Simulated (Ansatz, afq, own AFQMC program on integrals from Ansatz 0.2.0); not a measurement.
**Where AFQMC and coupled cluster stand for AlGeH₂, doublet**

```xyz
4

Ge   -0.0108    0.0000    0.6644
Al   -0.0327    0.0000   -1.7631
H     0.8273   -1.0534   -0.3408
H     0.8273    1.0534   -0.3408
```

Connectivity, by distances: Ge–Al, 2 bridging H.

Basis cc-pVDZ. Only valence electrons are correlated. Ansatz 0.2.0 and our own AFQMC program on the same integrals; the CISD trial comes from CCSD amplitudes, and released means the phaseless constraint is let go. Error bars are statistical, one sigma. No spin–orbit coupling.

Determinant: UHF, the one that the program's search chose, which needn't be the lowest solution. The geometry is a PBE0/def2-TZVP stationary point of this or a neighbouring charge and spin state.

No full CI on the walks' own integrals is used here; CCSDT(Q) serves as the reference and is uncertain by about the last step of the cluster series.

Cautions: no relativity below Rb; no spin-orbit coupling; inner d shell frozen; unrestricted determinant slightly spin contaminated (⟨S²⟩ 0.85 against 0.75).

```
T1 diagnostic                               : 0.0329
weight of the determinant in the CISD state : 0.850
⟨S²⟩ of the determinant                     : 0.847
size of the correlated space                : 9 electrons in 36 orbitals
```

```
  level  correlation energy (eV)
    MP2                  -3.7172
   CCSD                  -4.7024
CCSD(T)                  -4.8861
```

Question: Estimate where phaseless AFQMC with a CISD trial lies against CCSD(T) on the same integrals.

Answer: 0.88 ± 0.22 kcal/mol below CCSD(T).

Reference: CCSDT(Q), correlation energy -4.936 eV. The released energy is read at 2.40 1/Eh (meV from the phaseless value at times in 1/Eh: 6 ± 9 at 0.24, 1 ± 9 at 0.51, 2 ± 9 at 0.99, -5 ± 11 at 1.62, -5 ± 12 at 2.40).

```tsv
level	E − E(reference) (kcal/mol)	share of correlation (%)
CCSD(T)	1.14	99.00
CCSDT	0.26	99.77
ph-AFQMC/CISD	0.26 ± 0.22	99.77
released AFQMC	0.15 ± 0.28	99.87
```

A walk keeps the symmetry of its determinant, which the program's search chose and which needn't be the lowest solution, so a lower state of the same spin and another symmetry isn't excluded. Released energies are given only where the last usable release times agree within the noise; a slower fall can still hide under it.
